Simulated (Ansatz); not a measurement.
# Active spaces for CH2, triplet

Calculated in Ansatz's Gaussian-basis code. Basis aug-cc-pVTZ, nonrelativistic, 1 orbital frozen in the corrections. State-specific CASSCF; RHF is the lowest restricted (open-shell) Hartree–Fock solution met. No symmetry is imposed, so a solution can break that of the shape. The lowest solution met needn't be the lowest there is, nor hold the orbitals that a chemist would pick.

Geometry:

```xyz
3

C     0.0000    0.0000    0.0000
H     0.0000    0.9892    0.4209
H     0.0000   -0.9892    0.4209
```

Problem. What do CASSCF and its corrections give against RHF in CAS(6,6), and what are the occupations?

Solution. CASSCF -1.049 eV, SC-NEVPT2 -3.399 eV; occupations 1.98, 1.98, 1.00, 1.00, 0.03, 0.02.

Problem. Roughly how much CPU time does a whole run from the default start take (median of such runs, summed over threads; nearly all runs on one pinned thread of a shared server, mostly Xeon at 2.3 to 2.6 GHz, by a development driver)?

Solution. CAS(6,6): about 2.2 s. Other jobs ran beside these, and the count of passes differs.
